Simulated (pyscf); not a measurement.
A first-order saddle from PySCF, ωB97X-D3(BJ)/def2-SVP:

```xyz
11

C      0.5064    -1.8791     0.8054
Sn     0.4254     0.2697     1.0691
H      1.0602    -2.3258     1.6466
H     -0.5097    -2.3010     0.7977
H      1.0179    -2.1431    -0.1313
H      1.1800     1.7965     0.0245
H     -0.6421     0.4219     2.4370
H     -0.8585     0.7740    -0.3357
S      0.6523     2.7665    -1.2242
H     -0.4307     1.5775    -0.8132
H      0.1063     3.6613    -0.3763
```
Charge 0, spin multiplicity 1.

Surface: singlet, charge 0. Lowest wavenumbers (cm⁻¹): 1698i, 40, 97, 208, 236.

Q: What reaction is this the transition state of?

A: `[CH3][SnH3]` + `[SH2]` <-> `[CH3][SnH]` [singlet] + `[SH2]` + `[H][H]`, a multi-bond step read from left to right: H–Sn, H–Sn, H–S broken and H–S, H–H formed. At ωB97M-D3(BJ)/def2-TZVP it lies +225.4 kJ/mol from the left side and +132.7 kJ/mol from the right (each side as separated species at their lowest minima found). On the product side the descent ends in a complex (not fully relaxed), 26.9 kJ/mol under the separated species and 147.2 kJ/mol under the saddle at ωB97X-D3(BJ)/def2-TZVP. The same reactants have a lower exit, to H₃C–SnH₂–SH + H₂ (barrier +168.7 kJ/mol at ωB97M-D3(BJ)/def2-TZVP, against +225.4 kJ/mol here). This is the saddle that the search found; another between the same sides may lie lower. Elements past Kr carry the def2 core potentials, without spin-orbit coupling.
